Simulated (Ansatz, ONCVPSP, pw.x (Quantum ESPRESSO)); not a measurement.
# What a changed setting does to a pw.x run (fcc Al)

Potential: optimised norm-conserving Vanderbilt (ONCV), ONCVPSP 4.0.1, PBE; core [Ne], reference 3s2 3p1; waves: 3s: rc 2.05 bohr, ncon 3, nbas 6, qcut 2.6 1/bohr, local; 3p: rc 2.82 bohr, ncon 5, nbas 10, qcut 2.9 1/bohr, 2 projectors, debl 1.8 Ha; d scattering state at 0.26 Ha: rc 2.50 bohr, ncon 4, nbas 8, qcut 3.9 1/bohr, 2 projectors, debl 1.5 Ha; local part: the s channel; core correction: none.

The reference run (k-mesh 14³, cutoffs 55/220 Ry, Fermi–Dirac 0.01 Ry, mixing_beta 0.4, conv_thr 1e-9, no spin) gives 0.29 GPa at 16.527 Å³/atom, where all-electron LAPW gives -0.17 GPa. This run, with its own iteration cap, changes k-mesh shift to 1.

```
&control
  calculation='scf', prefix='x', pseudo_dir='./', outdir='./tmp', tstress=.true., disk_io='none'
/
&system
  ibrav=0, nat=1, ntyp=1, ecutwfc=55, ecutrho=220, nbnd=8,
  occupations='smearing', smearing='fd', degauss=0.01
/
&electrons
  conv_thr=1e-09, mixing_beta=0.4, electron_maxstep=60
/
ATOMIC_SPECIES
Al 1.0 Al.UPF
CELL_PARAMETERS angstrom
  0.00000000 2.02172157 2.02172157
  2.02172157 0.00000000 2.02172157
  2.02172157 2.02172157 0.00000000
ATOMIC_POSITIONS crystal
Al 0.0000 0.0000 0.0000
K_POINTS automatic
14 14 14 1 1 1
```

```bash
pw.x < Al.scf.in > Al.scf.out
```

How does the run end?

It converges in 6 iterations; the free energy moves by -4.5 meV/atom and the pressure by +0.10 GPa.

```
Message from routine setup:
     using ibrav=0 with symmetry is DISCOURAGED, use correct ibrav instead
     lattice parameter (alat)  =       5.4030  a.u.
     unit-cell volume          =     111.5297 (a.u.)^3
     number of electrons       =         3.00
     number of Kohn-Sham states=            8
     kinetic-energy cutoff     =      55.0000  Ry
     charge density cutoff     =     220.0000  Ry
     scf convergence threshold =      1.0E-09
     Exchange-correlation= PBE
     number of k points=   280  Fermi-Dirac smearing, width (Ry)=  0.0100
     iteration #  1     ecut=    55.00 Ry     beta= 0.40
     total energy              =      -4.15216360 Ry
     estimated scf accuracy    <       0.00594399 Ry
     iteration #  2     ecut=    55.00 Ry     beta= 0.40
     total energy              =      -4.15206684 Ry
     estimated scf accuracy    <       0.00202227 Ry
     iteration #  3     ecut=    55.00 Ry     beta= 0.40
     total energy              =      -4.15209358 Ry
     estimated scf accuracy    <       0.00000239 Ry
     iteration #  4     ecut=    55.00 Ry     beta= 0.40
     total energy              =      -4.15209402 Ry
     estimated scf accuracy    <       0.00000051 Ry
     iteration #  5     ecut=    55.00 Ry     beta= 0.40
     total energy              =      -4.15209403 Ry
     estimated scf accuracy    <          6.5E-09 Ry
     iteration #  6     ecut=    55.00 Ry     beta= 0.40
     the Fermi energy is     7.9210 ev
!    total energy              =      -4.15209403 Ry
     estimated scf accuracy    <          5.4E-10 Ry
     smearing contrib. (-TS)   =      -0.00191866 Ry
     The total energy is F=E-TS. E is the sum of the following terms:
     one-electron contribution =       2.84429209 Ry
     hartree contribution      =       0.00640310 Ry
     xc contribution           =      -1.60056197 Ry
     ewald contribution        =      -5.40030860 Ry
     convergence has been achieved in   6 iterations
          total   stress  (Ry/bohr**3)                   (kbar)     P=        3.89
     Message from routine punch:
     Nothing written, as per user request (disk_io='none')
```

The run took about 28 s on one core of a shared host (Intel(R) Xeon(R) Processor @ 2.60GHz, 24 threads, 31 GiB, load 12).
